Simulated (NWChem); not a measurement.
All runs are NWChem calculations. System: ClNa, charge 0, spin multiplicity 1, at a geometry optimised with PBE/def2-SVP. The structure started from a generated list of species. Level: B3LYP/cc-pVDZ, VWN1-RPA local correlation.

Job file:

```
start mol
memory heap 200 mb stack 900 mb global 1100 mb
geometry units angstroms nocenter noautoz
  Na     0.000000     0.000000    -1.425345
  Cl     0.000000     0.000000     0.922282
  symmetry group C2v
end
basis spherical
  * library cc-pvdz
end
dft
  xc b3lyp
  semidirect memsize 60000000 filesize 0
  iterations 100
end
task dft energy
```

NWChem printed:

```
             Northwest Computational Chemistry Package (NWChem) 7.3.0
             --------------------------------------------------------

                                NWChem Input Module
                                -------------------

 Scaling coordinates for geometry "geometry" by  1.889725989
 (inverse scale =  0.529177249)

 Turning off AUTOSYM since
 SYMMETRY directive was detected!

                             Geometry "geometry" -> ""
                             -------------------------

 Output coordinates in angstroms (scale by  1.889725989 to convert to a.u.)

  No.       Tag          Charge          X              Y              Z
 ---- ---------------- ---------- -------------- -------------- --------------
    1 Na                  11.0000     0.00000000     0.00000000    -1.42534500
    2 Cl                  17.0000     0.00000000     0.00000000     0.92228200

 Effective nuclear repulsion energy (a.u.)      42.1515622213

            Nuclear Dipole moment (a.u.)
            ----------------------------
        X                 Y               Z
 ---------------- ---------------- ----------------
     0.0000000000     0.0000000000    -0.0000018897

      Symmetry information
      --------------------

 Group name             C2v
 Group number             16
 Group order               4
 No. of unique centers     2

      Symmetry unique atoms

     1    2


 Summary of "ao basis" -> "" (spherical)
 ------------------------------------------------------------------------------
       Tag                 Description            Shells   Functions and Types
 ---------------- ------------------------------  ------  ---------------------
 *                          cc-pvdz                   on all atoms

                                 NWChem DFT Module
                                 -----------------

 Summary of "ao basis" -> "ao basis" (spherical)
 ------------------------------------------------------------------------------
       Tag                 Description            Shells   Functions and Types
 ---------------- ------------------------------  ------  ---------------------
 Na                         cc-pvdz                  8       18   4s3p1d
 Cl                         cc-pvdz                  8       18   4s3p1d

 Summary of "ao basis" -> "ao basis" (spherical)
 ------------------------------------------------------------------------------
       Tag                 Description            Shells   Functions and Types
 ---------------- ------------------------------  ------  ---------------------
 Na                         cc-pvdz                  8       18   4s3p1d
 Cl                         cc-pvdz                  8       18   4s3p1d

      Symmetry analysis of basis
      --------------------------

        a1         18
        a2          2
        b1          8
        b2          8

            General Information
            -------------------
          SCF calculation type: DFT
          Wavefunction type:  closed shell.
          No. of atoms     :     2
          No. of electrons :    28
           Alpha electrons :    14
            Beta electrons :    14
          Charge           :     0
          Spin multiplicity:     1
          Use of symmetry is: on ; symmetry adaption is: on
          Maximum number of iterations: 100
          AO basis - number of functions:    36
                     number of shells:    16
          Convergence on energy requested:  1.00D-06
          Convergence on density requested:  1.00D-05
          Convergence on gradient requested:  5.00D-04

              XC Information
              --------------
                         B3LYP Method XC Potential
                     Hartree-Fock (Exact) Exchange  0.200
                        Slater Exchange Functional  0.800 local
                    Becke 1988 Exchange Functional  0.720 non-local
              Lee-Yang-Parr Correlation Functional  0.810
                  VWN I RPA Correlation Functional  0.190 local

             Grid Information
             ----------------
          Grid used for XC integration:  medium
          Radial quadrature: Mura-Knowles
          Angular quadrature: Lebedev.
          Tag              B.-S. Rad. Rad. Pts. Rad. Cut. Ang. Pts.
          ---              ---------- --------- --------- ---------
          Na                  1.80       88          12.0       434
          Cl                  1.00       88          10.0       590
          Grid pruning is: on
          Number of quadrature shells:   176
          Spatial weights used:  Erf1

          Convergence Information
          -----------------------
          Convergence aids based upon iterative change in
          total energy or number of iterations.
          Levelshifting, if invoked, occurs when the
          HOMO/LUMO gap drops below (HL_TOL):  1.00D-02
          DIIS, if invoked, will attempt to extrapolate
          using up to (NFOCK): 10 stored Fock matrices.

                    Damping( 0%)  Levelshifting(0.5)       DIIS
                  --------------- ------------------- ---------------
          dE  on:    start            ASAP                start
          dE off:    2 iters        100 iters           100 iters

      Screening Tolerance Information
      -------------------------------
          Density screening/tol_rho:  1.00D-10
          AO Gaussian exp screening on grid/accAOfunc:  14
          CD Gaussian exp screening on grid/accCDfunc:  20
          XC Gaussian exp screening on grid/accXCfunc:  20
          Schwarz screening/accCoul:  1.00D-08

      Superposition of Atomic Density Guess
      -------------------------------------

 Sum of atomic energies:        -621.32807310

      Non-variational initial energy
      ------------------------------

 Total energy =    -621.211611
 1-e energy   =    -946.760226
 2-e energy   =     283.397052
 HOMO         =      -0.448604
 LUMO         =      -0.049666

      Symmetry analysis of molecular orbitals - initial
      -------------------------------------------------

 !! scf_movecs_sym_adapt:   20 vectors were symmetry contaminated

  Symmetry fudging

 !! scf_movecs_sym_adapt:   20 vectors were symmetry contaminated

  Numbering of irreducible representations:

     1 a1          2 a2          3 b1          4 b2

  Orbital symmetries:

     1 a1          2 a1          3 a1          4 a1          5 b1
     6 b2          7 a1          8 a1          9 b1         10 b2
    11 a1         12 a1         13 b2         14 b1         15 a1
    16 b2         17 b1         18 a1         19 a1         20 b1
    21 b2         22 a1         23 a1         24 a2

------------------------------------------------------------
EAF file 0: "./mol.aoints.0" size=524288 bytes
------------------------------------------------------------
               write      read    awrite     aread      wait
               -----      ----    ------     -----      ----
     calls:        1         0         0         0         0
   data(b): 5.24e+05  0.00e+00  0.00e+00  0.00e+00
   time(s): 0.00e+00  0.00e+00  0.00e+00  0.00e+00  0.00e+00
rate(mb/s): 0.00e+00  0.00e+00
------------------------------------------------------------

 !! scf_movecs_sym_adapt:   16 vectors were symmetry contaminated

  Symmetry fudging

 !! scf_movecs_sym_adapt:   16 vectors were symmetry contaminated

   convergence    iter        energy       DeltaE   RMS-Dens  Diis-err    time
 ---------------- ----- ----------------- --------- --------- ---------  ------
 d= 0,ls=0.0,diis     1   -622.5610519011 -6.65D+02  2.63D-02  2.10D-01     2.6

 !! scf_movecs_sym_adapt:   16 vectors were symmetry contaminated

  Symmetry fudging

 !! scf_movecs_sym_adapt:   16 vectors were symmetry contaminated

 d= 0,ls=0.0,diis     2   -622.5409172610  2.01D-02  1.44D-02  3.09D-01     2.6

 !! scf_movecs_sym_adapt:   16 vectors were symmetry contaminated

  Symmetry fudging

 !! scf_movecs_sym_adapt:   16 vectors were symmetry contaminated

 d= 0,ls=0.0,diis     3   -622.5927048168 -5.18D-02  1.60D-03  3.49D-03     2.7

 !! scf_movecs_sym_adapt:   16 vectors were symmetry contaminated

  Symmetry fudging

 !! scf_movecs_sym_adapt:   16 vectors were symmetry contaminated

 d= 0,ls=0.0,diis     4   -622.5933703127 -6.65D-04  1.06D-04  1.42D-05     2.7

 !! scf_movecs_sym_adapt:   16 vectors were symmetry contaminated

  Symmetry fudging

 !! scf_movecs_sym_adapt:   16 vectors were symmetry contaminated

 d= 0,ls=0.0,diis     5   -622.5933722009 -1.89D-06  2.76D-05  2.33D-06     2.8

 !! scf_movecs_sym_adapt:   16 vectors were symmetry contaminated

  Symmetry fudging

 !! scf_movecs_sym_adapt:   16 vectors were symmetry contaminated

 d= 0,ls=0.0,diis     6   -622.5933725548 -3.54D-07  8.76D-06  5.21D-08     2.8

         Total DFT energy =     -622.593372554787
      One electron energy =     -949.474102065652
           Coulomb energy =      327.547221072106
    Exchange-Corr. energy =      -42.818053782558
 Nuclear repulsion energy =       42.151562221317

 Numeric. integr. density =       27.999999989728

     Total iterative time =      1.3s

                  Occupations of the irreducible representations
                  ----------------------------------------------

                     irrep           alpha         beta
                     --------     --------     --------
                     a1                8.0          8.0
                     a2                0.0          0.0
                     b1                3.0          3.0
                     b2                3.0          3.0

                       DFT Final Molecular Orbital Analysis
                       ------------------------------------

 Vector   12  Occ=2.000000D+00  E=-2.422246D-01  Symmetry=a1
              MO Center= -1.8D-16, -1.7D-16,  8.3D-01, r^2= 1.5D+00
   Bfn.  Coefficient  Atom+Function         Bfn.  Coefficient  Atom+Function
  ----- ------------  ---------------      ----- ------------  ---------------
    28      0.561010  2 Cl pz                31      0.469150  2 Cl pz
     3     -0.241323  1 Na s                 22      0.077440  2 Cl s
     7      0.069245  1 Na pz                10     -0.063827  1 Na pz
     4      0.063465  1 Na s                 21      0.049225  2 Cl s
    13      0.045524  1 Na pz

 Vector   13  Occ=2.000000D+00  E=-2.243584D-01  Symmetry=b2
              MO Center=  1.2D-32,  2.1D-17,  8.5D-01, r^2= 1.4D+00
   Bfn.  Coefficient  Atom+Function         Bfn.  Coefficient  Atom+Function
  ----- ------------  ---------------      ----- ------------  ---------------
    27      0.576378  2 Cl py                30      0.478657  2 Cl py
     9      0.087225  1 Na py                15      0.057478  1 Na d -1
    12      0.028780  1 Na py

 Vector   14  Occ=2.000000D+00  E=-2.243584D-01  Symmetry=b1
              MO Center=  2.4D-17,  2.9D-32,  8.5D-01, r^2= 1.4D+00
   Bfn.  Coefficient  Atom+Function         Bfn.  Coefficient  Atom+Function
  ----- ------------  ---------------      ----- ------------  ---------------
    26      0.576378  2 Cl px                29      0.478657  2 Cl px
     8      0.087225  1 Na px                17     -0.057478  1 Na d  1
    11      0.028780  1 Na px

 Vector   15  Occ=0.000000D+00  E=-7.427257D-02  Symmetry=a1
              MO Center= -1.6D-16, -1.4D-16, -2.4D+00, r^2= 5.6D+00
   Bfn.  Coefficient  Atom+Function         Bfn.  Coefficient  Atom+Function
  ----- ------------  ---------------      ----- ------------  ---------------
     3      0.503123  1 Na s                  4      0.457221  1 Na s
    10     -0.312573  1 Na pz                31      0.134978  2 Cl pz
    28      0.127840  2 Cl pz                13     -0.115938  1 Na pz
    22     -0.071522  2 Cl s                 21     -0.037686  2 Cl s

 Vector   16  Occ=0.000000D+00  E=-1.782190D-03  Symmetry=b1
              MO Center=  7.1D-17,  1.2D-32, -1.6D+00, r^2= 1.3D+01
   Bfn.  Coefficient  Atom+Function         Bfn.  Coefficient  Atom+Function
  ----- ------------  ---------------      ----- ------------  ---------------
    11      0.774540  1 Na px                 8      0.305509  1 Na px
    29     -0.141437  2 Cl px                26     -0.112564  2 Cl px
    17      0.103545  1 Na d  1

 Vector   17  Occ=0.000000D+00  E=-1.782190D-03  Symmetry=b2
              MO Center= -3.9D-32,  5.9D-17, -1.6D+00, r^2= 1.3D+01
   Bfn.  Coefficient  Atom+Function         Bfn.  Coefficient  Atom+Function
  ----- ------------  ---------------      ----- ------------  ---------------
    12      0.774540  1 Na py                 9      0.305509  1 Na py
    30     -0.141437  2 Cl py                27     -0.112564  2 Cl py
    15     -0.103545  1 Na d -1

 center of mass
 --------------
 x =   0.00000000 y =   0.00000000 z =  -0.01686498

 moments of inertia (a.u.)
 ------------------
         272.994655667946           0.000000000000           0.000000000000
           0.000000000000         272.994655667946           0.000000000000
           0.000000000000           0.000000000000           0.000000000000

     Multipole analysis of the density
     ---------------------------------

     L   x y z        total         alpha         beta         nuclear
     -   - - -        -----         -----         ----         -------
     0   0 0 0     -0.000000    -14.000000    -14.000000     28.000000

     1   1 0 0     -0.000000     -0.000000     -0.000000      0.000000
     1   0 1 0     -0.000000     -0.000000     -0.000000      0.000000
     1   0 0 1     -3.346322     -1.673160     -1.673160     -0.000002

     2   2 0 0    -14.489974     -7.244987     -7.244987      0.000000
     2   1 1 0     -0.000000     -0.000000     -0.000000      0.000000
     2   1 0 1     -0.000000     -0.000000     -0.000000      0.000000
     2   0 2 0    -14.489974     -7.244987     -7.244987      0.000000
     2   0 1 1     -0.000000     -0.000000     -0.000000      0.000000
     2   0 0 2     -8.066370    -69.754984    -69.754984    131.443598

 Task  times  cpu:        2.8s     wall:        2.8s

 Total times  cpu:        2.8s     wall:        2.8s
```
